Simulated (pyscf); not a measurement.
`[CH3][CH2][O][Mg][OH]` + `[OH2]` → `[OH][Mg][OH]` + `[CH3][CH2][OH]` (four-centre exchange; singlet surface; Mg–O, H–O broken, Mg–O, H–O formed). PySCF, gas phase, ωB97X-D3(BJ)/def2-SVP geometries. Energies in kJ/mol from the separated reactants.

```tsv
level	barrier	reaction energy
PBE/def2-TZVP	-88.9	-2.4
r²SCAN/def2-TZVP	?	-2.7
B3LYP-D3(BJ)/def2-TZVP	?	?
PBE0-D3(BJ)/def2-TZVP	-89.1	-1.2
M06-2X/def2-TZVP	-87.7	-2.9
HF/def2-TZVP	-36.3	-4.5
```

### Question
Complete the blanks.

### Answer

- r²SCAN/def2-TZVP, barrier: -91.2
- B3LYP-D3(BJ)/def2-TZVP, barrier: -85.6
- B3LYP-D3(BJ)/def2-TZVP, reaction energy: -0.9

On the reactant side the descent ends in an adduct with a Mg–O contact (not fully relaxed), 100.0 kJ/mol under the separated species and 14.3 kJ/mol under the saddle at ωB97X-D3(BJ)/def2-TZVP. On the product side the descent ends in an adduct with a Mg–O contact, 113.4 kJ/mol under the separated species and 30.5 kJ/mol under the saddle at ωB97X-D3(BJ)/def2-TZVP. At PBE, r²SCAN, B3LYP-D3(BJ), PBE0-D3(BJ), M06-2X, HF the saddle lies under the separated reactants, which points to a path from their complex (located at ωB97X-D3(BJ) alone). At PBE, r²SCAN, B3LYP-D3(BJ), PBE0-D3(BJ), M06-2X, HF the saddle lies under the separated products, which points to a path from their complex (located at ωB97X-D3(BJ) alone). What is counted as formed (Mg–O) is already present as a longer contact in the reactant adduct; forming that adduct is a step of its own. What is counted as broken (Mg–O) persists as a longer contact in the product adduct; parting that adduct is a step of its own. At the saddle there is also a short H–Mg contact that neither side keeps. One saddle was located; it need not be the lowest between these sides.
